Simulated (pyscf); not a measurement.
This saddle point was located with ωB97X-D3(BJ)/def2-SVP in PySCF.

```
Si
H 1 1.4876
H 1 1.4876 2 117.85
H 1 1.5161 2 104.47 3 115.35
H 1 1.5447 2 114.52 4 105.45
C 5 1.8954 1 79.79 2 70.29
Cl 6 1.7143 5 99.33 1 123.10
Cl 6 1.7143 7 111.52 5 -103.97
```

Surface: singlet, charge 0. Lowest wavenumbers (cm⁻¹): 387i, 121, 251, 252, 320.

Q: Name the species on either side of this saddle.

A: Cl–C:–Cl (SMILES Cl[C]Cl) [singlet] + SiH₄ (SMILES [SiH4]) ⇌ H₃Si–CH(Cl)–Cl (SMILES [SiH3]C(Cl)Cl), an insertion read from left to right: H–Si broken and C–Si, C–H formed. At CCSD(T)/def2-TZVPP + ΔMP2(QZVPP) it lies +0.22 eV from the left side and +3.57 eV from the right (each side as separated species at their lowest minima found). On the product side the descent ends in a point that may be a rotor saddle (no frequency run), 0.13 eV over the lowest minimum found and 3.53 eV under the saddle at ωB97X-D3(BJ)/def2-TZVP. At ωB97X-D3(BJ)/def2-TZVP the barrier from the zero used here is 0.12 eV. From the product side, H₃Si–CH•–Cl + Cl• lies, by one bond made or cut, 0.23 eV under this saddle at ωB97M-D3(BJ)/def2-TZVP. H₃Si–CH(Cl)–Cl lies 3.72 eV over its isomer H₃C–SiH(Cl)–Cl (electronic energy, ωB97M-D3(BJ)/def2-TZVP). One saddle was located; it need not be the lowest between these sides. The CCSD(T) − MP2 part came from Ansatz, without density fitting, on the same reference.
